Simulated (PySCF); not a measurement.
# Ethynylaluminium (C2HAl): NMR shifts, electronic excitations and K edges in gas and solvents

Aim: compute the NMR shifts, electronic excitations and K edges of Ethynylaluminium (C2HAl) (`C#[C][Al]`), and see what a dielectric continuum does where one was used.

The runs use PySCF 2.14.0, with density-fitted response routines of our own; the level of theory stands in each step. All values are computed, except where a source is named. Atoms count from 0, in the outputs and in this text.

**1. The molecule as given**

4 atoms, charge 0, multiplicity 1; geometry from: GFN2-xTB. The atoms were then displaced at random by about 0.01 Å, so the start is not that level's minimum.

Bonds of the start (Å): C0–C1 1.19, C1–Al2 1.96, C0–H3 1.04.

**2. Geometry optimisation at PBE0-D3(BJ)/def2-SVP**

What the job is given:

```
{"job": {"xc": "PBE0", "basis": "def2-SVP", "d3": "d3bj", "grid": 1, "shake": 0.01, "kind": "geom"}, "charge": 0, "multiplicity": 1}
C     -0.794500    -0.068600    -0.048970
C      0.367510     0.018720    -0.308990
Al     2.279280     0.122640    -0.709340
H     -1.814300    -0.098130     0.162650
```

Command:

```console
OMP_NUM_THREADS=1 python probes_run.py task.json out
```

The driver reads the jobs from task.json and runs them one after another.

Standard output:

```text
step   0  E = -318.80062477  max force = 0.062442
step   1  E = -318.80371611  max force = 0.004698
step   2  E = -318.80375946  max force = 0.000983
step   3  E = -318.80376692  max force = 0.000509
step   4  E = -318.80376855  max force = 0.000311
optimisation converged
```

Wall time 2.9 s (1 thread of Arm Neoverse V1, shared host); peak memory 0.27 GiB.

Relaxation path:

```csv
step,energy from step 0 (eV),largest force component (eV/Å)
0,0.0000,3.2109
1,-0.0841,0.2416
2,-0.0853,0.0505
3,-0.0855,0.0262
4,-0.0855,0.0160
```

Close pairs (by a distance rule), those that changed most:

```csv
bond,before (Å),after (Å),change (Å)
C0–H3,1.042,1.077,+0.035
C0–C1,1.194,1.226,+0.033
C1–Al2,1.956,1.974,+0.018
```

The end geometry stands in the next job.

```csv
at the end point,value
point group (found at 0.08 Å tolerance),Cinfv
"rotational constants (GHz, main isotopes)","4.894, 4.894"
dipole moment (D),1.01
```

**3. NMR shieldings: PBE0/pcSseg-1 in cyclohexane**

What the job is given:

```
{"job": {"kind": "nmr", "xc": "PBE0", "basis": "pcSseg-1", "solvent": "cyclohexane", "pop": true}, "charge": 0, "multiplicity": 1}
C     -0.809765    -0.075718    -0.032775
C      0.383860     0.007006    -0.302286
Al     2.307429     0.127770    -0.727422
H     -1.857938    -0.146915     0.203332
```

With the program's defaults for keys left out, this is: GIAO PBE0/pcSseg-1 NMR shielding, non-relativistic, IEF-PCM cyclohexane.

Standard output:

```text
coarse grid: 4416 points
cycle   1  E = -318.8636552325  dE =  1.438e-01  |g| = 3.773e-01  |ddm| = 2.080e+00
cycle   2  E = -318.8422872211  dE =  2.137e-02  |g| = 4.605e-01  |ddm| = 1.244e+00
cycle   3  E = -318.9023039398  dE = -6.002e-02  |g| = 1.027e-01  |ddm| = 4.786e-01
cycle   4  E = -318.9049234132  dE = -2.619e-03  |g| = 2.663e-02  |ddm| = 8.090e-02
cycle   5  E = -318.9051194083  dE = -1.960e-04  |g| = 1.782e-03  |ddm| = 3.860e-02
cycle   6  E = -318.9051200119  dE = -6.036e-07  |g| = 3.777e-04  |ddm| = 3.471e-03
final grid: 39680 points
cycle   7  E = -318.9238434789  dE = -7.286e-06  |g| = 3.075e-03  |ddm| = 1.707e-02
cycle   8  E = -318.9238425201  dE =  9.588e-07  |g| = 3.576e-03  |ddm| = 7.020e-03
cycle   9  E = -318.9238459727  dE = -3.453e-06  |g| = 9.991e-04  |ddm| = 3.566e-03
cycle  10  E = -318.9238462312  dE = -2.585e-07  |g| = 1.607e-04  |ddm| = 7.504e-04
cycle  11  E = -318.9238462370  dE = -5.803e-09  |g| = 1.590e-05  |ddm| = 1.651e-04
cycle  12  E = -318.9238462370  dE = -3.189e-11  |g| = 2.354e-06  |ddm| = 2.057e-05
converged SCF energy = -318.9238462370

GIAO shielding tensors (ppm)
atom      isotropic    diamagn.    paramagn.     s11        s22        s33       span
  0 C      108.889     260.055    -151.166     23.269     23.274    280.123    256.854
  1 C       68.989     257.128    -188.139    -38.442    -38.440    283.849    322.292
  2 Al     343.732     791.435    -447.704    119.723    119.742    791.730    672.007
  3 H       29.895      31.215      -1.320     24.590     24.591     40.504     15.913
```

Run time: 2.5 s. Hardware: 1 thread of Arm Neoverse V1, shared host; peak memory 0.31 GiB.

Shifts follow as δ = σ(reference) − σ, with reference shieldings (ppm) from runs at the same level and on the same kind of geometry: ¹H TMS 31.26, ¹³C TMS 184.8, ²⁷Al AlH4- 484.0. The references are single molecules in the same continuum. Shifts against hydride references such as AlH4− lie on their own scale.

```csv
atoms,environment,σ (ppm),δ (ppm)
C1,alkyne carbon,69.0,115.8
C0,terminal alkyne carbon,108.9,75.9
H3,hydrogen on a terminal alkyne carbon,29.89,1.36
Al2,aluminium bonded to C,343.7,140.2
```

Charges from the same density, by scheme (e):

```csv
atoms,Mulliken,IAO,Hirshfeld,ESP fit
C0,-0.14,-0.19,-0.10,-1.15
C1,-0.33,-0.39,-0.26,0.74
Al2,0.37,0.37,0.26,-0.14
```

Mayer bond orders: C0–C1 2.48, C1–Al2 0.82.

**4. Shielding tensors: PBE0/pcSseg-1 in dimethylsulfoxide**

What the job is given:

```
{"job": {"kind": "nmr", "xc": "PBE0", "basis": "pcSseg-1", "solvent": "dimethylsulfoxide", "pop": false}, "charge": 0, "multiplicity": 1}
C     -0.809765    -0.075718    -0.032775
C      0.383860     0.007006    -0.302286
Al     2.307429     0.127770    -0.727422
H     -1.857938    -0.146915     0.203332
```

With the program's defaults for keys left out, this is: GIAO PBE0/pcSseg-1 NMR shielding, non-relativistic, IEF-PCM dimethylsulfoxide.

Standard output:

```text
coarse grid: 4416 points
cycle   1  E = -318.8700808425  dE =  1.376e-01  |g| = 3.688e-01  |ddm| = 2.090e+00
cycle   2  E = -318.8560155431  dE =  1.407e-02  |g| = 4.302e-01  |ddm| = 1.106e+00
cycle   3  E = -318.9079560131  dE = -5.194e-02  |g| = 9.061e-02  |ddm| = 4.314e-01
cycle   4  E = -318.9099787364  dE = -2.023e-03  |g| = 2.318e-02  |ddm| = 7.231e-02
cycle   5  E = -318.9101282938  dE = -1.496e-04  |g| = 1.736e-03  |ddm| = 3.239e-02
cycle   6  E = -318.9101291245  dE = -8.307e-07  |g| = 3.812e-04  |ddm| = 4.150e-03
final grid: 39680 points
cycle   7  E = -318.9288375839  dE = -7.441e-06  |g| = 2.968e-03  |ddm| = 1.838e-02
cycle   8  E = -318.9288372458  dE =  3.382e-07  |g| = 3.181e-03  |ddm| = 6.398e-03
cycle   9  E = -318.9288400101  dE = -2.764e-06  |g| = 7.083e-04  |ddm| = 3.081e-03
cycle  10  E = -318.9288401323  dE = -1.222e-07  |g| = 1.810e-04  |ddm| = 5.618e-04
cycle  11  E = -318.9288401400  dE = -7.757e-09  |g| = 1.518e-05  |ddm| = 1.514e-04
cycle  12  E = -318.9288401401  dE = -3.490e-11  |g| = 2.564e-06  |ddm| = 2.140e-05
converged SCF energy = -318.9288401401

GIAO shielding tensors (ppm)
atom      isotropic    diamagn.    paramagn.     s11        s22        s33       span
  0 C      106.619     259.882    -153.264     19.794     19.801    280.261    260.467
  1 C       71.287     255.949    -184.662    -35.011    -35.007    283.879    318.889
  2 Al     354.686     791.519    -436.834    136.248    136.295    791.513    655.265
  3 H       29.612      31.024      -1.412     24.228     24.228     40.380     16.152
```

It took 1.2 s on 1 thread of Arm Neoverse V1, shared host; peak memory 0.31 GiB.

This run: δ C1 114.2, C0 78.9, Al2 125.1, H3 1.63 ppm.

**5. Excited states and response: CAM-B3LYP/def2-SVPD**

What the job is given:

```
{"job": {"kind": "uv", "xc": "CAM-B3LYP", "basis": "def2-SVPD", "dynamic": true, "nstates": 6, "ntriplets": 0}, "charge": 0, "multiplicity": 1}
C     -0.809765    -0.075718    -0.032775
C      0.383860     0.007006    -0.302286
Al     2.307429     0.127770    -0.727422
H     -1.857938    -0.146915     0.203332
```

With the program's defaults for keys left out, this is: TDDFT CAM-B3LYP/def2-SVPD, vertical, gas phase, core orbitals frozen in the response.

Standard output:

```text
coarse grid: 4416 points
cycle   1  E = -318.8878825355  dE =  1.085e-01  |g| = 3.399e-01  |ddm| = 4.769e+00
cycle   2  E = -318.8898165189  dE = -1.934e-03  |g| = 3.488e-01  |ddm| = 1.494e+00
cycle   3  E = -318.9225588248  dE = -3.274e-02  |g| = 8.425e-02  |ddm| = 4.282e-01
cycle   4  E = -318.9243517181  dE = -1.793e-03  |g| = 2.413e-02  |ddm| = 1.611e-01
cycle   5  E = -318.9245184126  dE = -1.667e-04  |g| = 1.832e-03  |ddm| = 8.082e-02
cycle   6  E = -318.9245197460  dE = -1.333e-06  |g| = 3.635e-04  |ddm| = 1.482e-02
final grid: 39680 points
cycle   7  E = -318.9766419259  dE = -7.131e-06  |g| = 1.136e-03  |ddm| = 4.003e-02
cycle   8  E = -318.9766419985  dE = -7.257e-08  |g| = 1.073e-03  |ddm| = 4.243e-03
cycle   9  E = -318.9766423041  dE = -3.056e-07  |g| = 2.929e-04  |ddm| = 1.814e-03
cycle  10  E = -318.9766423246  dE = -2.056e-08  |g| = 8.579e-05  |ddm| = 3.731e-04
cycle  11  E = -318.9766423266  dE = -1.934e-09  |g| = 4.749e-06  |ddm| = 2.041e-04
cycle  12  E = -318.9766423266  dE = -9.607e-12  |g| = 5.991e-07  |ddm| = 2.487e-05
converged SCF energy = -318.9766423266

Static polarisability (au): isotropic 62.511, principal 54.040 54.040 79.453

Singlet excitations
state   eV       nm        f      main configurations
  1   3.6957    335.5   0.10339   H->L 0.96
  2   3.6957    335.5   0.10340   H->L+1 0.96
  3   4.9264    251.7   0.00000   H-2->L 0.24, H-1->L+1 0.24, H-1->L 0.20
  4   5.0796    244.1   0.00000   H-2->L+1 0.46, H-1->L 0.46
  5   5.0796    244.1   0.00000   H-1->L+1 0.46, H-2->L 0.46
  6   6.2579    198.1   0.16613   H->L+2 0.81
```

It took 2.1 s on 1 thread of Arm Neoverse V1, shared host; peak memory 0.33 GiB.

Frontier orbitals and where they lie:

```csv
orbital,eV,atoms
HOMO−3,-13.33,"C1 52 %, Al2 30 %, C0 16 %"
HOMO−2,-9.50,"C0 45 %, C1 44 %, Al2 6 %"
HOMO−1,-9.50,"C0 45 %, C1 44 %, Al2 6 %"
HOMO,-7.58,"Al2 83 %, C1 15 %"
LUMO,-0.82,"Al2 72 %, C1 17 %, C0 10 %"
LUMO+1,-0.82,"Al2 72 %, C1 17 %, C0 10 %"
LUMO+2,1.17,"Al2 79 %, C0 11 %, C1 8 %"
```

With each of the 6 states as a Gaussian band of 0.4 eV half-width at 1/e, the curve within the window shown has maxima at 335 nm (ε 8,400), 198 nm (ε 6,700) L/(mol cm). Beyond the last state computed it falls off for lack of states. The curve at chosen wavelengths:

nm, ε (L/mol/cm) and a bar:
```
      189       3833 ##############
      197       6679 ########################
      206       4679 #################
      214       1732 ######
      223        316 #
      231         47 
      240          4 
      248          1 
      257          3 
      265         20 
      273         97 
      282        392 #
      290       1032 ####
      299       2361 #########
      307       4030 ###############
      316       6066 ######################
      324       7531 ###########################
      332       8297 ##############################
      341       8184 ##############################
      349       7358 ###########################
      358       5963 ######################
      366       4615 #################
      375       3236 ############
      383       2244 ########
      392       1415 #####
      400        905 ###
```

Ground-state properties from the same run:

```csv
property,computed
dipole moment (D),0.68
polarisability (Å³),9.26
HOMO–LUMO gap (eV),6.76
−ε(HOMO) (eV),7.58
C6 with itself (au),876
```

**6. TDDFT and polarisability: CAM-B3LYP/def2-SVPD in cyclohexane**

What the job is given:

```
{"job": {"kind": "uv", "xc": "CAM-B3LYP", "basis": "def2-SVPD", "solvent": "cyclohexane", "nstates": 6, "ntriplets": 0}, "charge": 0, "multiplicity": 1}
C     -0.809765    -0.075718    -0.032775
C      0.383860     0.007006    -0.302286
Al     2.307429     0.127770    -0.727422
H     -1.857938    -0.146915     0.203332
```

Method: TDDFT CAM-B3LYP/def2-SVPD, vertical, IEF-PCM cyclohexane (non-equilibrium linear response), core orbitals frozen in the response.

Standard output:

```text
coarse grid: 4416 points
cycle   1  E = -318.8922181364  dE =  1.044e-01  |g| = 3.325e-01  |ddm| = 4.794e+00
cycle   2  E = -318.8966771837  dE = -4.459e-03  |g| = 3.291e-01  |ddm| = 1.341e+00
cycle   3  E = -318.9259499673  dE = -2.927e-02  |g| = 7.535e-02  |ddm| = 4.035e-01
cycle   4  E = -318.9273641138  dE = -1.414e-03  |g| = 2.272e-02  |ddm| = 1.502e-01
cycle   5  E = -318.9275168098  dE = -1.527e-04  |g| = 1.578e-03  |ddm| = 7.413e-02
cycle   6  E = -318.9275181646  dE = -1.355e-06  |g| = 3.327e-04  |ddm| = 1.497e-02
final grid: 39680 points
cycle   7  E = -318.9796360772  dE = -7.176e-06  |g| = 1.072e-03  |ddm| = 4.050e-02
cycle   8  E = -318.9796361979  dE = -1.207e-07  |g| = 9.167e-04  |ddm| = 4.213e-03
cycle   9  E = -318.9796364252  dE = -2.273e-07  |g| = 2.202e-04  |ddm| = 1.657e-03
cycle  10  E = -318.9796364356  dE = -1.042e-08  |g| = 9.605e-05  |ddm| = 3.277e-04
cycle  11  E = -318.9796364380  dE = -2.392e-09  |g| = 4.602e-06  |ddm| = 2.125e-04
cycle  12  E = -318.9796364380  dE = -1.012e-11  |g| = 8.123e-07  |ddm| = 2.763e-05
converged SCF energy = -318.9796364380

Static polarisability (au): isotropic 72.424, principal 63.715 63.728 89.830

Singlet excitations
state   eV       nm        f      main configurations
  1   3.5467    349.6   0.13276   H->L 0.98
  2   3.5468    349.6   0.13278   H->L+1 0.98
  3   5.0429    245.9   0.00000   H-2->L 0.33, H-1->L+1 0.33, H-1->L 0.10
  4   5.1852    239.1   0.00000   H-2->L+1 0.45, H-1->L 0.45
  5   5.1852    239.1   0.00000   H-1->L+1 0.45, H-2->L 0.45
  6   6.2057    199.8   0.24511   H->L+2 0.83
```

It took 1.8 s on 1 thread of Arm Neoverse V1, shared host; peak memory 0.33 GiB.

In short: HOMO -7.45 eV, LUMO -0.66 eV; lowest singlet 3.55 eV.

**7. TDDFT and polarisability: CAM-B3LYP/def2-SVPD in dimethylsulfoxide**

What the job is given:

```
{"job": {"kind": "uv", "xc": "CAM-B3LYP", "basis": "def2-SVPD", "solvent": "dimethylsulfoxide", "nstates": 6, "ntriplets": 0}, "charge": 0, "multiplicity": 1}
C     -0.809765    -0.075718    -0.032775
C      0.383860     0.007006    -0.302286
Al     2.307429     0.127770    -0.727422
H     -1.857938    -0.146915     0.203332
```

Method: TDDFT CAM-B3LYP/def2-SVPD, vertical, IEF-PCM dimethylsulfoxide (non-equilibrium linear response), core orbitals frozen in the response.

Standard output:

```text
coarse grid: 4416 points
cycle   1  E = -318.8983166226  dE =  9.853e-02  |g| = 3.235e-01  |ddm| = 4.830e+00
cycle   2  E = -318.9057137409  dE = -7.397e-03  |g| = 3.057e-01  |ddm| = 1.155e+00
cycle   3  E = -318.9310907835  dE = -2.538e-02  |g| = 6.489e-02  |ddm| = 3.945e-01
cycle   4  E = -318.9321546922  dE = -1.064e-03  |g| = 2.204e-02  |ddm| = 1.356e-01
cycle   5  E = -318.9323220338  dE = -1.673e-04  |g| = 2.080e-03  |ddm| = 7.680e-02
cycle   6  E = -318.9323274906  dE = -5.457e-06  |g| = 5.601e-04  |ddm| = 2.466e-02
final grid: 39680 points
cycle   7  E = -318.9844382629  dE = -7.547e-06  |g| = 1.003e-03  |ddm| = 4.160e-02
cycle   8  E = -318.9844384636  dE = -2.007e-07  |g| = 7.203e-04  |ddm| = 4.573e-03
cycle   9  E = -318.9844386172  dE = -1.536e-07  |g| = 1.248e-04  |ddm| = 1.619e-03
cycle  10  E = -318.9844386214  dE = -4.212e-09  |g| = 1.089e-04  |ddm| = 5.357e-04
cycle  11  E = -318.9844386250  dE = -3.605e-09  |g| = 1.339e-05  |ddm| = 3.202e-04
cycle  12  E = -318.9844386253  dE = -2.628e-10  |g| = 2.846e-06  |ddm| = 1.547e-04
converged SCF energy = -318.9844386253

Static polarisability (au): isotropic 93.841, principal 87.398 87.417 106.708

Singlet excitations
state   eV       nm        f      main configurations
  1   3.6158    342.9   0.13616   H->L 0.98
  2   3.6161    342.9   0.13615   H->L+1 0.98
  3   5.2122    237.9   0.00000   H-1->L 0.29, H-2->L+1 0.29, H-2->L 0.14
  4   5.3620    231.2   0.00000   H-1->L+1 0.28, H-2->L 0.28, H-2->L+1 0.17
  5   5.3621    231.2   0.00000   H-2->L+1 0.28, H-1->L 0.28, H-2->L 0.17
  6   6.1703    200.9   0.35103   H->L+2 0.79, H->L+3 0.15
```

Wall time 1.8 s (1 thread of Arm Neoverse V1, shared host); peak memory 0.33 GiB.

This run: HOMO -7.35 eV, LUMO -0.47 eV; lowest singlet 3.62 eV.

**8. Core excitations: BHandHLYP/def2-SVPD+aug-pcX-1+pcseg-1**

What the job is given:

```
{"job": {"kind": "xas", "xc": "BHandHLYP", "basis": {"default": "aug-pcX-1", "H": "pcseg-1", "Al": "def2-SVPD"}}, "charge": 0, "multiplicity": 1}
C     -0.809765    -0.075718    -0.032775
C      0.383860     0.007006    -0.302286
Al     2.307429     0.127770    -0.727422
H     -1.857938    -0.146915     0.203332
```

Level: core-valence-separated TDA BHandHLYP/aug-pcX-1 H:pcseg-1 Al:def2-SVPD, K edges, non-relativistic, gas phase.

Standard output:

```text
coarse grid: 4416 points
cycle   1  E = -318.9517552575  dE =  1.327e-01  |g| = 3.315e-01  |ddm| = 2.421e+00
cycle   2  E = -318.9577529001  dE = -5.998e-03  |g| = 3.165e-01  |ddm| = 1.154e+00
cycle   3  E = -318.9839646392  dE = -2.621e-02  |g| = 7.591e-02  |ddm| = 3.178e-01
cycle   4  E = -318.9852391998  dE = -1.275e-03  |g| = 3.438e-02  |ddm| = 1.038e-01
cycle   5  E = -318.9855511064  dE = -3.119e-04  |g| = 2.028e-03  |ddm| = 5.943e-02
cycle   6  E = -318.9855524874  dE = -1.381e-06  |g| = 3.997e-04  |ddm| = 8.104e-03
final grid: 39680 points
cycle   7  E = -319.0227985439  dE = -2.269e-05  |g| = 1.449e-03  |ddm| = 1.505e-02
cycle   8  E = -319.0227985555  dE = -1.152e-08  |g| = 1.190e-03  |ddm| = 2.825e-03
cycle   9  E = -319.0227988935  dE = -3.381e-07  |g| = 4.173e-04  |ddm| = 1.388e-03
cycle  10  E = -319.0227989301  dE = -3.656e-08  |g| = 1.811e-04  |ddm| = 4.045e-04
cycle  11  E = -319.0227989384  dE = -8.329e-09  |g| = 4.736e-06  |ddm| = 1.477e-04
cycle  12  E = -319.0227989384  dE = -8.527e-12  |g| = 9.475e-07  |ddm| = 9.986e-06
converged SCF energy = -319.0227989384

C K edge
   eV          f      from atoms
  282.177   0.03037   C1
  282.177   0.03037   C1
  282.605   0.04897   C0
  282.605   0.04897   C0
  284.140   0.03633   C1
  284.141   0.03633   C1
  285.655   0.00202   C1
  285.930   0.01175   C0
  286.194   0.00374   C1
  286.437   0.00383   C0
  286.437   0.00383   C0
  286.562   0.00674   C1
```

Run time: 1.3 s. Hardware: 1 thread of Arm Neoverse V1, shared host; peak memory 0.35 GiB.

**9. Run by run: NMR shifts**

Shifts (ppm), with basis size and wall time:

```csv
run,C1,C0,H3,Al2,functions,time
PBE0/pcSseg-1 in cyclohexane,115.8,75.9,1.36,140.2,63,2.5 s
PBE0/pcSseg-1 in dimethylsulfoxide,114.2,78.9,1.63,125.1,63,1.2 s
```

The continuum's effect on the ground state:

```csv
solvent,ε,polarisation energy (Eh),μ (D)
cyclohexane,2.02,-0.0033,0.98
dimethylsulfoxide,46.83,-0.0089,1.09
```

**10. Run by run: electronic excitations**

Excitations and ground-state properties, with basis size and wall time:

```csv
run,lowest singlet (eV),brightest (eV),f,gap (eV),α (Å³),μ (D),functions,time
CAM-B3LYP/def2-SVPD,3.70,6.26,0.166,6.76,9.26,0.68,72,2.1 s
CAM-B3LYP/def2-SVPD in cyclohexane,3.55,6.21,0.245,6.80,10.73,0.71,72,1.8 s
CAM-B3LYP/def2-SVPD in dimethylsulfoxide,3.62,6.17,0.351,6.88,13.91,0.84,72,1.8 s
```

The continuum's effect on the ground state:

```csv
solvent,ε,polarisation energy (Eh),μ (D)
cyclohexane,2.02,-0.0031,0.71
dimethylsulfoxide,46.83,-0.0087,0.84
```

**11. Summary of results**

| quantity | value |
| --- | --- |
| point group | Cinfv |
| rotational constants (main isotopes) | 4.89, 4.89 GHz |
| ¹³C shifts against TMS (PBE0/pcSseg-1, cyclohexane) | 115.8, 75.9 ppm |
| ¹H shifts against TMS (PBE0/pcSseg-1, cyclohexane) | 1.36 ppm |
| ²⁷Al shifts against AlH4- (PBE0/pcSseg-1, cyclohexane) | 140.2 ppm |
| lowest singlet (CAM-B3LYP/def2-SVPD) | 3.70 eV (335 nm), f = 0.103 |
| brightest single state of those computed | state 6, 6.26 eV, f = 0.166 |
| C K edge | first line 282.18 eV, strongest 282.61 eV (f = 0.049) |
| range of the shift of Al2 | 125.1 to 140.2 ppm |
| range of the lowest singlet | 3.55 to 3.70 eV |

In words: The optimisation took 4 steps and gained 0.086 eV; among the close pairs (by a distance rule), C0–H3 changed most, from 1.042 to 1.077 Å. No frequency check was run at this level, so the end point may be a saddle. At PBE0/pcSseg-1: The widest tensor belongs to Al2: span 672 ppm, with a paramagnetic part of -448 ppm. The lowest singlet, at 3.70 eV, is HOMO→LUMO 0.96 and is bright; of the 6 states computed, the strongest absorption comes from states 1 to 2 together at 3.70 eV (the last state computed is bright too, and its partners may lie past the list). At the C edge the strongest single line lifts a 1s electron of C0 into several orbitals, led by LUMO (weight 0.49), 0.4 eV above the first line. Absolute edge energies from this method are off by several eV; spacings are better. In ppm, Al2 moves most: its shift spreads over 15.2 ppm, from 125.1 (PBE0/pcSseg-1 in dimethylsulfoxide) to 140.2 (PBE0/pcSseg-1 in cyclohexane). The continuum holds electrostatics alone: no hydrogen bonds to the solvent, and the gas-phase geometry is kept. The lowest singlet runs from 3.55 eV (CAM-B3LYP/def2-SVPD in cyclohexane) to 3.70 eV (CAM-B3LYP/def2-SVPD), while the orbital gap spans 6.76 to 6.88 eV. The lowest state need not be the same one in every run.
